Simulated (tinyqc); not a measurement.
Pariser-Parr-Pople SCF with singles CI, for the molecule Clc1ccc[nH]1 (SMILES; centres numbered as the heavy atoms are written), step by step. One step of it, computed by the program tinyqc.

Problem. Iteration 1: Fock matrix. F_rr = H_rr + P_rr gamma_rr / 2 + sum_(s != r) P_ss gamma_rs; F_rs = H_rs - P_rs gamma_rs / 2; E = tr P (H + F) / 2 + core repulsion sum_(r<s) z_r z_s gamma_rs.

P at the start:
```
           1Cl         2C         3C         4C         5C         6N
1Cl   1.866924   0.335604  -0.242929   0.079441   0.097793  -0.246828
2C    0.335604   1.153218   0.623740  -0.218114  -0.229242   0.612142
3C   -0.242929   0.623740   1.266056   0.610159  -0.276413  -0.180140
4C    0.079441  -0.218114   0.610159   1.207756   0.670097  -0.285708
5C    0.097793  -0.229242  -0.276413   0.670097   1.215647   0.604936
6N   -0.246828   0.612142  -0.180140  -0.285708   0.604936   1.290399
```

core matrix H (eV):
```
            1Cl          2C          3C          4C          5C          6N
1Cl  -57.347985   -1.770000    0.000000    0.000000    0.000000    0.000000
2C    -1.770000  -61.968900   -2.660000    0.000000    0.000000   -2.500000
3C     0.000000   -2.660000  -53.767976   -2.660000    0.000000    0.000000
4C     0.000000    0.000000   -2.660000  -50.911592   -2.660000    0.000000
5C     0.000000    0.000000    0.000000   -2.660000  -53.871471   -2.500000
6N     0.000000   -2.500000    0.000000    0.000000   -2.500000  -64.495990
```

repulsion gamma_rs (eV):
```
           1Cl         2C         3C         4C         5C         6N
1Cl  13.000000   7.827217   5.206246   3.775630   3.775630   5.381632
2C    7.827217  11.130000   7.552804   5.520570   5.520570   8.280262
3C    5.206246   7.552804  11.130000   7.554850   5.519866   5.783982
4C    3.775630   5.520570   7.554850  11.130000   7.553862   5.785526
5C    3.775630   5.520570   5.519866   7.553862  11.130000   8.282957
6N    5.381632   8.280262   5.783982   5.785526   8.282957  16.800000
```

Centres (angstrom, eV; a flat drawing with bonds scaled to 1.40 angstrom):
```
centre          x          y  core charge z          W   gamma_rr
1Cl      2.159000   0.000000              2  26.000000  13.000000
2C       0.759000   0.000000              1  11.160000  11.130000
3C      -0.064000   1.133000              1  11.160000  11.130000
4C      -1.395000   0.700000              1  11.160000  11.130000
5C      -1.395000  -0.700000              1  11.160000  11.130000
6N      -0.064000  -1.133000              2  25.600000  16.800000
```

Give: F; pi energy.

Solution.

F (eV):
```
          1Cl       2C       3C       4C       5C       6N
1Cl  -13.5008  -3.0834   0.6324  -0.1500  -0.1846   0.6642
2C    -3.0834  -7.3127  -5.0155   0.6021   0.6328  -5.0343
3C     0.6324  -5.0155  -4.9944  -4.9648   0.7629   0.5210
4C    -0.1500   0.6021  -4.9648  -4.5619  -5.1909   0.8265
5C    -0.1846   0.6328   0.7629  -5.1909  -6.8912  -5.0053
6N     0.6642  -5.0343   0.5210   0.8265  -5.0053  -9.6811
```

pi energy = -130.0352 eV
